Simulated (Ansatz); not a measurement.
A displaced shape of singlet BH:

```xyz
2

B     0.0149   -0.0141   -0.1631
H     0.0091    0.0172    1.0897
```

It was optimised with HF/def2-SVP in Ansatz (development build ahead of 0.2.0) to forces under 0.001 eV/Å, with restricted orbitals. Each step stands on the lowest determinant of that kind that the program's search found.

Question: What shape does it relax to, and how does the optimisation go?

Answer:

```xyz
2

B     0.0148   -0.0137   -0.1501
H     0.0091    0.0169    1.0767
```

Bond lengths: B1–H2 1.227 Å.

```json
{"step": "1", "E − E(start) (eV)": "0.0000", "largest force (eV/Å)": "0.5423"}
{"step": "2", "E − E(start) (eV)": "-0.0068", "largest force (eV/Å)": "0.1356"}
{"step": "3", "E − E(start) (eV)": "-0.0072", "largest force (eV/Å)": "0.0043"}
{"step": "4", "E − E(start) (eV)": "-0.0072", "largest force (eV/Å)": "0.0000"}
```

The optimisation ended after 4 steps with its threshold met. Caution: near this shape an unrestricted determinant lies lower.
